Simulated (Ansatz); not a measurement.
Born–Oppenheimer molecular dynamics of CH8AlN (11 atoms, charge 0, multiplicity 1). It starts from a rough guess of a transition structure, not a stationary point.

Level of theory: UKS PBE0/STO-3G (Ansatz).

| Quantity | Value |
| --- | --- |
| ensemble | NVE (velocity Verlet) |
| time step | 0.5 fs |
| steps asked | 150 |
| starting velocities drawn for | 100 K |
| seed | 864922 |

Frames 2.5 fs apart, positions in Å, forces in eV/Å.

Velocities at 35.0 fs (Å/ps):

```
Al 2.61 1.23 -0.78
N 17.44 13.48 -10.86
H -20.42 -41.63 -2.39
H -54.58 -2.56 20.89
H 28.01 14.71 -31.08
C -15.04 -11.59 14.48
H 46.43 -18.77 -35.47
H -1.01 60.46 -1.66
H -66.92 -50.70 67.90
H -43.26 -3.89 -7.92
H -21.28 -39.68 -11.15
```

```xyz
11
Properties=species:S:1:pos:R:3:forces:R:3 time_fs=35.0 energy_less_start_eV=-2.299 T=2072
Al -0.443 -0.009 -0.843 0.03 -0.19 0.44
N 1.295 0.935 -0.566 -1.01 -0.27 -1.34
H 0.092 -0.861 -1.933 0.05 -0.52 -0.31
H -1.109 1.218 -1.343 -0.51 0.41 -0.03
H 2.004 1.176 0.118 0.79 0.07 1.82
C -0.900 -0.775 0.839 -0.58 -1.49 1.48
H 0.945 1.845 -0.933 0.53 0.21 -0.45
H 1.823 0.449 -1.321 0.22 0.44 -0.45
H -0.153 -0.485 1.646 -1.32 -0.38 -0.82
H -0.965 -1.889 0.850 1.12 0.48 -0.37
H -1.940 -0.632 1.202 0.68 1.23 0.03
11
Properties=species:S:1:pos:R:3:forces:R:3 time_fs=37.5 energy_less_start_eV=-2.227 T=2012
Al -0.436 -0.006 -0.844 -0.42 -0.40 0.87
N 1.336 0.967 -0.593 -0.69 -0.35 0.82
H 0.041 -0.971 -1.940 -0.15 0.48 0.47
H -1.252 1.216 -1.290 0.44 -0.46 0.13
H 2.091 1.215 0.090 -0.54 -0.18 0.57
C -0.939 -0.807 0.878 -0.67 -0.85 -0.07
H 1.061 1.835 -1.037 -0.55 2.22 -0.16
H 1.849 0.586 -1.366 1.62 -1.59 -1.79
H -0.349 -0.619 1.791 0.01 0.17 -0.47
H -1.036 -1.894 0.818 1.24 -0.54 -0.39
H -1.982 -0.690 1.176 -0.29 1.50 0.02
11
Properties=species:S:1:pos:R:3:forces:R:3 time_fs=40.0 energy_less_start_eV=-1.979 T=1799
Al -0.431 -0.004 -0.843 -0.88 -0.57 1.56
N 1.375 0.999 -0.621 1.21 1.10 -3.46
H -0.018 -1.054 -1.922 -0.11 0.99 0.72
H -1.370 1.189 -1.231 1.06 -0.80 0.09
H 2.151 1.244 0.099 -1.39 -0.39 -0.63
C -0.981 -0.844 0.917 -0.68 -0.25 -1.17
H 1.154 1.929 -1.140 -0.03 -0.44 1.73
H 1.950 0.645 -1.485 -0.43 -0.46 1.82
H -0.546 -0.743 1.910 0.99 0.48 -0.11
H -1.037 -1.925 0.764 0.53 -0.36 -0.14
H -2.036 -0.663 1.148 -0.27 0.71 -0.41
11
Properties=species:S:1:pos:R:3:forces:R:3 time_fs=42.5 energy_less_start_eV=-1.756 T=1608
Al -0.427 -0.003 -0.839 -0.83 -0.70 2.79
N 1.417 1.035 -0.661 0.35 1.07 -4.59
H -0.082 -1.082 -1.865 0.20 0.69 0.21
H -1.429 1.119 -1.167 0.92 -0.27 -0.17
H 2.136 1.252 0.080 -0.34 -0.22 0.25
C -1.027 -0.882 0.950 -0.34 0.12 -1.07
H 1.242 2.008 -1.151 -0.09 -1.25 1.68
H 2.034 0.673 -1.515 -0.96 -0.08 2.20
H -0.690 -0.841 2.014 0.88 0.48 -1.04
H -1.007 -1.973 0.703 -0.38 0.65 0.36
H -2.102 -0.596 1.097 0.60 -0.48 -0.62
11
Properties=species:S:1:pos:R:3:forces:R:3 time_fs=45.0 energy_less_start_eV=-1.619 T=1489
Al -0.425 -0.004 -0.828 -0.19 -0.81 4.15
N 1.461 1.075 -0.720 -1.99 -0.54 0.27
H -0.134 -1.073 -1.798 0.59 -0.19 -0.70
H -1.436 1.035 -1.113 0.10 0.81 -0.51
H 2.099 1.244 0.076 0.11 -0.39 1.03
C -1.074 -0.919 0.978 0.54 0.94 -1.77
H 1.322 2.030 -1.072 -0.58 1.19 -0.41
H 2.074 0.688 -1.433 1.07 -1.00 -1.19
H -0.781 -0.910 2.060 0.64 0.51 -1.17
H -0.998 -1.988 0.662 -0.89 0.55 0.54
H -2.136 -0.555 1.013 0.62 -1.07 -0.23
11
Properties=species:S:1:pos:R:3:forces:R:3 time_fs=47.5 energy_less_start_eV=-1.405 T=1305
Al -0.424 -0.007 -0.809 0.24 -1.00 4.27
N 1.497 1.113 -0.778 -1.52 -1.16 2.73
H -0.153 -1.071 -1.768 0.69 -0.46 -0.92
H -1.435 0.997 -1.089 -0.33 1.30 -0.60
H 2.060 1.213 0.122 -0.73 -0.62 -0.32
C -1.119 -0.952 0.996 1.58 1.87 -3.37
H 1.373 2.107 -1.009 -0.06 0.82 -1.18
H 2.166 0.654 -1.404 0.71 0.00 -1.26
H -0.834 -0.948 2.044 0.57 0.56 0.12
H -1.039 -1.975 0.650 -0.72 -0.64 0.21
H -2.139 -0.572 0.915 -0.42 -0.68 0.33
11
Properties=species:S:1:pos:R:3:forces:R:3 time_fs=50.0 energy_less_start_eV=-1.237 T=1162
Al -0.422 -0.012 -0.780 -0.26 -1.02 2.67
N 1.527 1.147 -0.826 -0.10 -0.87 1.07
H -0.132 -1.091 -1.789 0.44 0.30 -0.12
H -1.448 1.030 -1.099 0.37 0.51 -0.27
H 1.983 1.149 0.153 -0.55 -0.16 -1.03
C -1.156 -0.975 0.998 1.90 1.66 -4.12
H 1.421 2.221 -1.011 0.66 -2.08 -0.59
H 2.290 0.624 -1.441 -1.69 2.02 0.86
H -0.854 -0.953 2.030 0.27 0.52 0.54
H -1.121 -1.996 0.653 -0.17 -0.84 0.20
H -2.164 -0.629 0.836 -0.88 -0.04 0.80
11
Properties=species:S:1:pos:R:3:forces:R:3 time_fs=52.5 energy_less_start_eV=-1.373 T=1277
Al -0.421 -0.019 -0.745 -0.89 -0.77 0.76
N 1.556 1.176 -0.869 -1.29 -1.28 0.76
H -0.085 -1.095 -1.817 0.16 0.89 0.66
H -1.439 1.093 -1.125 1.07 -0.41 0.18
H 1.877 1.075 0.130 0.24 0.33 -0.21
C -1.183 -0.991 0.980 0.94 0.51 -3.20
H 1.503 2.230 -1.049 0.37 -1.21 -0.19
H 2.329 0.700 -1.440 -0.88 1.05 0.31
H -0.859 -0.928 2.039 -0.34 0.29 -0.72
H -1.213 -2.059 0.669 0.43 0.42 0.57
H -2.233 -0.692 0.805 0.19 0.18 1.09
11
Properties=species:S:1:pos:R:3:forces:R:3 time_fs=55.0 energy_less_start_eV=-1.247 T=1172
Al -0.421 -0.028 -0.708 -1.08 -0.48 -0.41
N 1.578 1.200 -0.907 -3.86 -2.32 2.17
H -0.027 -1.048 -1.809 0.07 0.70 0.74
H -1.369 1.135 -1.141 0.99 -0.61 0.44
H 1.783 1.020 0.093 0.75 0.61 0.38
C -1.207 -1.004 0.946 -0.13 0.10 -1.84
H 1.605 2.183 -1.099 -0.36 2.33 0.04
H 2.331 0.827 -1.430 2.21 -1.64 -1.62
H -0.881 -0.885 2.011 -0.32 0.08 -1.00
H -1.280 -2.102 0.716 0.84 0.83 0.37
H -2.293 -0.743 0.835 0.89 0.38 0.73
11
Properties=species:S:1:pos:R:3:forces:R:3 time_fs=57.5 energy_less_start_eV=-1.354 T=1259
Al -0.425 -0.038 -0.673 -0.79 -0.31 -0.58
N 1.586 1.214 -0.939 -0.71 -0.96 -0.68
H 0.036 -0.964 -1.760 0.25 -0.15 0.11
H -1.245 1.146 -1.132 0.20 0.04 0.37
H 1.734 1.001 0.075 1.19 0.84 0.15
C -1.230 -1.015 0.902 -0.30 0.69 -0.92
H 1.688 2.240 -1.142 -0.78 0.11 0.99
H 2.427 0.879 -1.489 -0.57 -0.83 0.70
H -0.919 -0.835 1.930 0.44 0.15 0.17
H -1.298 -2.102 0.784 0.82 -0.14 -0.21
H -2.307 -0.772 0.907 0.25 0.55 -0.11
11
Properties=species:S:1:pos:R:3:forces:R:3 time_fs=60.0 energy_less_start_eV=-1.105 T=1050
Al -0.429 -0.049 -0.638 -0.35 -0.37 -0.59
N 1.590 1.224 -0.972 1.38 0.52 -0.98
H 0.114 -0.887 -1.704 0.47 -0.88 -0.49
H -1.109 1.160 -1.101 -0.62 0.92 0.17
H 1.754 1.031 0.064 1.10 0.75 -0.43
C -1.255 -1.024 0.854 0.05 0.91 0.46
H 1.725 2.308 -1.132 -0.81 -1.95 0.94
H 2.500 0.879 -1.517 -2.14 0.07 1.63
H -0.932 -0.777 1.855 0.95 0.19 0.57
H -1.270 -2.107 0.841 0.48 -0.49 -0.52
H -2.307 -0.770 0.973 -0.51 0.33 -0.77
11
Properties=species:S:1:pos:R:3:forces:R:3 time_fs=62.5 energy_less_start_eV=-1.196 T=1124
Al -0.435 -0.060 -0.605 0.17 0.07 -1.99
N 1.599 1.236 -1.008 -0.45 -0.20 2.39
H 0.216 -0.858 -1.673 0.11 -0.68 -0.08
H -1.005 1.222 -1.059 -0.67 0.56 0.34
H 1.836 1.103 0.028 0.29 0.08 -0.52
C -1.279 -1.028 0.809 0.20 0.32 2.74
H 1.717 2.280 -1.071 -0.34 0.11 -0.36
H 2.464 0.878 -1.462 0.35 -0.38 -0.45
H -0.893 -0.710 1.807 0.42 -0.21 -0.54
H -1.213 -2.134 0.868 -0.02 0.59 -0.59
H -2.330 -0.751 0.995 -0.06 -0.25 -0.95
```

Of the whole run (75 fs, mean temperature of the second half 1169 K): The conserved energy stayed within 0.47 meV per atom of its start (net change -0.083 meV per atom), so the integration is sound. The system heated up, since it started high on the potential surface and ran downhill. A run of 0.075 ps of so small a system gives no equilibrium averages. The orbitals stay closed-shell, which can raise the energy where a bond breaks towards radicals; this wasn't checked here. Limits of this set-up: minimal basis.

Time of the run: 3 min on 1 thread of Intel(R) Xeon(R) 6975P-C (Granite Rapids), on a shared host, peak memory 0.13 GiB.
